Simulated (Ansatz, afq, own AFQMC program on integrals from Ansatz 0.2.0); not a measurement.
# Breaking Ge3–Cl4 in SiGeH5ClO, singlet

```yaml
atoms:
  - { symbol: Si, position_ang: [0.0367, 1.5587, 0.2214] }
  - { symbol: O, position_ang: [-0.6747, 0.1330, -0.2693] }
  - { symbol: Ge, position_ang: [-0.2488, -1.5721, -0.3462] }
  - { symbol: Cl, position_ang: [1.6166, -1.8311, 0.7190] }
  - { symbol: H, position_ang: [0.2345, 1.5759, 1.7017] }
  - { symbol: H, position_ang: [1.3572, 1.7583, -0.4495] }
  - { symbol: H, position_ang: [-0.8876, 2.6615, -0.1667] }
  - { symbol: H, position_ang: [-1.3333, -2.3706, 0.3823] }
  - { symbol: H, position_ang: [-0.0122, -1.9599, -1.8097] }
```

Products: SiGeH5O (doublet; SiH3–O–GeH2) and Cl (doublet), each relaxed with PBE0/def2-SVP like the molecule; electronic energies without zero-point terms. Determinants: RHF, UHF and UHF in that order.

Basis def2-TZVP. Only valence electrons are correlated. Ansatz 0.2.0 and our own AFQMC program on the same integrals; the CISD trial comes from CCSD amplitudes, and released means the phaseless constraint is let go. Uncertainties: one standard error, sampling alone. No spin–orbit coupling. The errors of all members are added in quadrature.

No full CI on the walks' own integrals is used here. The released AFQMC energy serves as the reference, which it does only where one determinant dominates, the energy is flat over the last release times and near the phaseless one (40 meV or 2 meV an electron, half that with transition metals). On small molecules, where full CI could be run and the noise was under 10 meV, such values lay within 10 meV of it in 19 cases of 20, a flattering rate, since the rule was set on those same cases; what remains of the bias isn't in the error bar. Each member takes its own surest rung, up to full CI.

Errors are counted within def2-TZVP, not against nature.

Cautions: inner d shell frozen; no relativity below Rb; no spin-orbit coupling; SiGeH₅ClO (singlet): the released value is read at 0.90 1/Eh with a noise of 19 meV, more than in the cases checked (meV from the phaseless value at times in 1/Eh: -6 ± 16 at 0.21, -16 ± 12 at 0.42, -1 ± 27 at 0.63, 8 ± 19 at 0.90); SiGeH₅O (doublet): the released value is read at 1.50 1/Eh with a noise of 17 meV, more than in the cases checked (meV from the phaseless value at times in 1/Eh: -12 ± 5 at 0.24, -17 ± 12 at 0.51, 7 ± 16 at 0.99, -1 ± 17 at 1.50).

Reference (AFQMC with the constraint released): 100.1 ± 0.6 kcal/mol.

```
        level  bond energy (kcal/mol)  error against released AFQMC (kcal/mol)
           HF                    76.9                              -23.2 ± 0.6
          MP2                   105.1                                5.0 ± 0.6
         CCSD                    98.1                               -2.0 ± 0.6
      CCSD(T)                   100.2                                0.1 ± 0.6
ph-AFQMC/CISD             100.5 ± 0.4                                0.4 ± 0.7
```

Correlation beyond CCSD(T) changes it by less than twice the noise. The perturbative (T) step is worth +2.1 kcal/mol.

Released energies are given only where the last usable release times agree within the noise; a slower fall can still hide under it.
